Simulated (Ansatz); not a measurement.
**C4H10S: relaxing the structure**

Aim: relax C4H10S from a cheap starting geometry.

Method: RKS PBE0-D4/def2-TZVP; program: Ansatz 0.2.0, Gaussian basis.

Plan: relaxation at PBE0-D4/def2-TZVP.

1 further run of the same task is left out (set aside as unsound or not needed).

### Step 1. The starting structure

SMILES `CC(C)CS`, 15 atoms, charge 0, spin multiplicity 1.

Atoms are counted from 1 here; the program's logs count them from 0.

Bond lengths: C1–C2 1.528 Å, C1–H6 1.088 Å, C1–H7 1.088 Å, C1–H8 1.087 Å, C2–C3 1.525 Å, C2–C4 1.526 Å, C2–H9 1.097 Å, C3–H10 1.088 Å, C3–H11 1.087 Å, C3–H12 1.087 Å, C4–S5 1.827 Å, C4–H13 1.091 Å, C4–H14 1.090 Å, S5–H15 1.332 Å. Angles: C2–C1–H6 110.4°, C2–C1–H7 110.9°, C2–C1–H8 110.1°, H6–C1–H7 108.4°, H6–C1–H8 108.4°, H7–C1–H8 108.4°, C1–C2–C3 110.7°, C1–C2–C4 109.3°, C1–C2–H9 108.6°, C3–C2–C4 110.9°, C3–C2–H9 108.8°, C4–C2–H9 108.4°, C2–C3–H10 110.3°, C2–C3–H11 110.6°, C2–C3–H12 110.5°, H10–C3–H11 108.4°, H10–C3–H12 108.5°, H11–C3–H12 108.5° and more.

Coordinates:

```xyz
15
C4H10S
C     0.3447   -0.2151    1.5923
C     0.1156   -0.3182    0.0855
C    -1.3593   -0.5564   -0.2215
C     0.6134    0.9565   -0.5891
S     0.5561    0.8788   -2.4131
H    -0.2163    0.6209    2.0050
H     1.3989   -0.0659    1.8158
H     0.0150   -1.1269    2.0845
H     0.6977   -1.1646   -0.2996
H    -1.9644    0.2507    0.1861
H    -1.5236   -0.6002   -1.2955
H    -1.6926   -1.4934    0.2173
H     1.6418    1.1803   -0.3032
H    -0.0189    1.8049   -0.3276
H     1.3919   -0.1512   -2.5370
```

The start is a GFN2-xTB geometry.

### Step 2. Relaxation at PBE0-D4/def2-TZVP

File in.yaml:

```yaml
crystal:
  periodic: [false, false, false]
  atoms:
    - {symbol: C, position_ang: [0.344680, -0.215130, 1.592330]}
    - {symbol: C, position_ang: [0.115570, -0.318200, 0.085470]}
    - {symbol: C, position_ang: [-1.359330, -0.556420, -0.221510]}
    - {symbol: C, position_ang: [0.613430, 0.956470, -0.589090]}
    - {symbol: S, position_ang: [0.556140, 0.878790, -2.413090]}
    - {symbol: H, position_ang: [-0.216270, 0.620930, 2.005000]}
    - {symbol: H, position_ang: [1.398880, -0.065900, 1.815760]}
    - {symbol: H, position_ang: [0.015010, -1.126940, 2.084520]}
    - {symbol: H, position_ang: [0.697670, -1.164580, -0.299580]}
    - {symbol: H, position_ang: [-1.964400, 0.250720, 0.186130]}
    - {symbol: H, position_ang: [-1.523560, -0.600210, -1.295510]}
    - {symbol: H, position_ang: [-1.692630, -1.493430, 0.217340]}
    - {symbol: H, position_ang: [1.641820, 1.180300, -0.303190]}
    - {symbol: H, position_ang: [-0.018910, 1.804850, -0.327580]}
    - {symbol: H, position_ang: [1.391910, -0.151250, -2.537020]}
basis:
  gaussian: {orbitals: def2-TZVP}
hamiltonian: {xc: pbe0, dispersion: d4}
relax: {f_tol: 0.005, max_steps: 150}
```

Command:

```
> ansatz run in.yaml --threads 2 --pin off --events-out ev --progress --plain --max-ram 32768MiB --backend cuda --devices 0, --max-vram 18GiB
```

**Question.** What will the summary of the whole plan be? Wanted: point group; shift from the start; total energy; dispersion term; dipole moment.

As calculated:

| quantity | value |
| --- | --- |
| point group | C1 |
| steps | 6 |
| shift from the start (rms) | 0.043 Å |
| total energy | -15139.9540 eV |
| dispersion term | -267 meV |
| dipole moment | 1.68 D |

In words: The relaxed geometry lies 0.04 Å (rms) from the start; the bond that changed most is C4–S5, from 1.827 to 1.812 Å. No vibrations were run, so it is not proven to be a minimum. The largest Mulliken charge, -0.37 e, sits on C1.
